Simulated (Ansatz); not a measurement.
Geometry optimisation, Ansatz, RKS B3LYP-D4/6-31G*.

The input (input.yaml):

```yaml
crystal:
  periodic: [false, false, false]
  atoms:
    - { symbol: O, position_ang: [-0.6646, 0.6166, -0.8196] }
    - { symbol: C, position_ang: [-0.217, -0.0999, 0.2372] }
    - { symbol: O, position_ang: [1.1467, 0.0627, 0.2586] }
    - { symbol: Cl, position_ang: [-0.4868, -1.7874, -0.0517] }
    - { symbol: H, position_ang: [-0.5746, 1.5748, -0.5744] }
    - { symbol: H, position_ang: [-0.6637, 0.2363, 1.1816] }
    - { symbol: H, position_ang: [1.5212, -0.6711, -0.2774] }
basis:
  gaussian: { orbitals: "6-31G*" }
hamiltonian:
  xc: b3lyp
  dispersion: d4
relax:
  f_tol: 0.02
  max_steps: 40
scf:
  lower_state_search: "off"
output:
  orbitals: {}
```

Command:

```bash
$ ansatz run input.yaml --threads 1 --pin off --max-ram 2048MiB --backend cpu --events-out ev --progress --plain --runs-dir out
```

**Question.** Where does it end, and by what steps?

**Answer.** The forces met the threshold. After 7 steps the energy has fallen by 0.455 eV; H7 moved furthest, 0.40 Å.

```tsv
step	energy less start (eV)	largest force component (eV/Å)	accepted
0	0.0000	1.856	yes
1	-0.3441	0.889	yes
2	-0.4128	0.605	yes
3	-0.4334	0.584	yes
4	-0.4539	0.156	yes
5	-0.4548	0.074	yes
6	-0.4553	0.022	yes
7	-0.4554	0.006	yes
```

```xyz
7
Properties=species:S:1:pos:R:3
O -0.688 0.579 -0.823
C -0.198 -0.129 0.269
O 1.166 -0.028 0.414
Cl -0.728 -1.857 -0.013
H -0.421 1.505 -0.689
H -0.640 0.168 1.223
H 1.570 -0.307 -0.428
```

Time of the run: 37 s on 1 CPU thread of a shared host.
